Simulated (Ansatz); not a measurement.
**How far each method lies from full CI for SbH⁺, doublet**

Geometry: that of the SbH, singlet, kept fixed.

```xyz
2

Sb    0.0000    0.0000    0.0000
H     0.0000    0.0000    1.7130
```

Basis def2-TZVPP with its core potentials; Ansatz 0.2.0. Only valence electrons are correlated (noble-gas cores and the filled d shells of p-block atoms frozen), which leaves 5 electrons in 55 orbitals. Prefix R: restricted or restricted open-shell reference. Active spaces: valence = (5e, 5o) chosen from the atoms' valence shells. No spin–orbit coupling is included; scalar relativity enters through the core potentials alone.

Full CI is exact within this basis and frozen core; it isn't the basis-set limit.

For open shells CISD is restricted-active-space CI with the open shells as a complete middle space.

The UHF ⟨S²⟩ is 0.762 and the T1 diagnostic (RCCSD) is 0.0194. The largest doubles amplitude (RCCSD) is 0.083.

Problem. From what is known of these methods and the diagnostics, rank them by the size of their error in total energy against full CI in def2-TZVPP, smallest first (an estimate: the text doesn't fix the numbers).
A. NEVPT2 (valence space)
B. CISD
C. RCCSDT
D. RCCSD(T)
E. MRCISD (valence space)

Solution. C (0.1 kJ/mol), D (1.4 kJ/mol), E (6.3 kJ/mol), B (13.4 kJ/mol), A (43.3 kJ/mol).

All errors are against full CI in def2-TZVPP. Within each family the higher level lies nearer, as is usual though not guaranteed.

The full-CI state has the irrep B1 of C2v, in the program's axes (one component, if the state is degenerate).

Natural occupations of full CI about the gap: 1.951 1.919 0.987 0.042 0.041 0.011 0.009 0.009 0.007 0.005; effectively unpaired electrons, Σ n²(2−n)², 1.05.
